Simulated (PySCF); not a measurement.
sulfuryl fluoride: calculation against experiment

**Measured values to compare with.**

NIST CCCBDB Release 22 (SRD 101), experimental dipoles lists, for the gas: dipole moment (microwave Stark effect) 1.12 D.

How close the calculation comes is told at the end.

Compound: sulfuryl fluoride, F2O2S.
Atom-mapped SMILES: `[O:1]=[S:2](=[O:3])([F:4])[F:5]`

Structure used (PBE0-D3(BJ)/def2-SVP), in Å, numbered top down from 1:
```
atom  x, y, z in Å
O1    -1.4438   -0.2090    0.3169
S2    -0.0383   -0.0652    0.1399
O3     0.9523   -0.2562    1.1451
F4     0.2252    1.3305   -0.5418
F5     0.3794   -0.9105   -1.1222
```

Runs made with PySCF (gas phase, on this PBE0-D3(BJ)/def2-SVP geometry; no spin–orbit coupling):

| level | job | basis functions | wall time |
| --- | --- | --- | --- |
| PBE0-D3(BJ)/def2-SVP, grid level 1 | geometry optimisation from an MMFF94s start shaken at random | 74 | 13 s |
| PBE0/pcSseg-1 | shieldings, charges and field gradients | 92 | 4.1 s |
| mPW1PW91/pcSseg-2 | shieldings | 187 | 9.7 s |

Hardware: an Arm Neoverse V1 with one thread, shared host.

**Comparison with experiment**

**Dipole moment.** Measured: 1.12 D (NIST CCCBDB Release 22 (SRD 101), experimental dipoles).

| level | computed (D) | computed − measured (D) | % (from the printed values) |
| --- | --- | --- | --- |
| PBE0-D3(BJ)/def2-SVP | 0.78 | -0.34 | -30 |
| PBE0/pcSseg-1 | 0.79 | -0.33 | -29 |
| mPW1PW91/pcSseg-2 | 0.87 | -0.25 | -22 |

Closest is mPW1PW91/pcSseg-2 (-0.25 D), furthest PBE0-D3(BJ)/def2-SVP (-0.34 D); one molecule doesn't rank methods. All 3 levels lie below the measurement. The computed dipoles belong to one fixed geometry; measured ones are averaged over vibrations unless marked μe. Magnitudes are compared, not signs.

The geometry is computed, not the measured one. Where a level misses, the cause wasn't examined.
